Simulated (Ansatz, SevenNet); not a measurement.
For 2H MoS₂, the machine-learned potential SevenNet-0 (trained on PBE and PBE+U data) gives:

- lattice constant a = 3.190 Å
- c axis length = 14.267 Å

Question: What does r²SCAN+rVV10 in Ansatz (PAW) give for the same quantities?

Answer: 
- lattice constant a: 3.173 Å (decreases by 0.5 %)
- lattice parameter c: 12.438 Å (falls by 13 %)

For comparison: lattice constant a 3.16 Å (measured, 300 K, no zero-point or thermal correction; as tabulated in arXiv:1605.07067); lattice parameter c 12.294 Å (measured, 300 K, not corrected to a static lattice; as tabulated in arXiv:1605.07067).

Changes are worked out from the printed values.

Unless a cell is named, each level is at its own relaxed cell (SevenNet-0 20.95, r²SCAN+rVV10 18.07 Å³/atom).

Ansatz's density-functional and Hartree–Fock values are scalar-relativistic unless marked +SOC, with PAW data made under PBE.

Ansatz is a program for electronic structure.
